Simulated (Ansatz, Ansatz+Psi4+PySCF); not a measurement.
```xyz
4

P     0.0000    0.0000    0.1246
H     0.0000    1.2006   -0.6231
H     1.0398   -0.6003   -0.6231
H    -1.0398   -0.6003   -0.6231
```

Basis set: cc-pVTZ on H; cc-pV(T+d)Z on P (spherical functions). Correlated methods keep 5 orbitals frozen. Charge 0, multiplicity 1.

Computed with Ansatz (development build ahead of 0.2.0); free ground-state atoms in the same class of orbitals, no zero-point energy, no relativity.

The atomization energy of singlet PH3 from measured heats of formation, zero-point and thermal terms removed is 10.490 eV (G2/97 set, Curtiss et al., J. Chem. Phys. 106, 1063 (1997), as shipped with ASE); it holds spin-orbit and other relativistic effects.

Q: How far do RHF-CCSD(T), RHF-MP2 miss it in this basis?

A:

```
     method  atomization energy (eV)  computed − measured (eV)
RHF-CCSD(T)                   10.182                    -0.308
    RHF-MP2                    9.821                    -0.669
```
